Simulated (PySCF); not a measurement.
A search over the determinants of AlN

Unrestricted PBE0; Al 6-311G(d,p), N 6-311G(d,p); no relativity (PySCF 2.14). Outer shells of the fragments: Al 3s2 3p1; N 2s2 2p3.

Followed along the bond (rough minima from three points):

```json
{"2Ms+1": "3", "unpaired": "π ↑↑", "⟨S²⟩ at the start": "2.01", "R at minimum (Å)": "1.94", "Te (eV)": "0.00"}
{"2Ms+1": "3", "unpaired": "σ ↑, π ↑", "⟨S²⟩ at the start": "2.03", "R at minimum (Å)": "1.80", "Te (eV)": "0.02"}
{"2Ms+1": "1", "unpaired": "σ ↓, π ↑", "⟨S²⟩ at the start": "1.02", "R at minimum (Å)": "1.78", "Te (eV)": "0.36"}
{"2Ms+1": "1", "unpaired": "π ↑↓", "⟨S²⟩ at the start": "1.00", "R at minimum (Å)": "1.93", "Te (eV)": "0.53"}
{"2Ms+1": "1", "unpaired": "none", "⟨S²⟩ at the start": "0.67", "R at minimum (Å)": "none in the scan", "Te (eV)": "≤ 1.14"}
```

Solutions found at the starting distance of 1.850 Å, counted from the lowest of them; the search is not exhaustive and high or unbound solutions are not listed, so other states can lie among these:

```csv
2Ms+1,unpaired,term,E (eV),⟨S²⟩,⟨Lz²⟩,μ (D)
3,"σ ↑, π ↑",³Π,0.00,2.03,1.01,-2.47
3,π ↑↑,³Σ⁻,0.01,2.01,0.00,-1.07
1,"σ ↓, π ↑",mixed,0.36,1.02,1.02,-3.00
1,π ↑↓,mixed,0.54,1.00,2.01,-1.00
1,none,mixed,1.50,0.67,0.00,-4.43
1,none,mixed,2.06,0.00,2.00,-0.78
5,"σ ↑, π ↑↑↑",⁵Π,2.29,6.01,1.00,-1.04
3,σ ↑↑,³Σ⁺,2.76,2.07,0.00,-4.46
3,π ↑↑,mixed,3.82,2.29,2.01,-2.72
5,"σ ↑↑, π ↑↑",mixed,4.07,6.00,2.01,-1.70
5,"σ ↑↑, π ↑↑",mixed,4.40,6.00,2.00,-1.87
5,"σ ↑↑, π ↑↑",⁵Σ⁻,4.64,6.01,0.00,-1.08
```

A term symbol is given only where ⟨S²⟩ and ⟨Lz²⟩ are close to those of a pure state; real π, δ and φ orbitals otherwise mix terms. A positive dipole means Al(−)N(+).
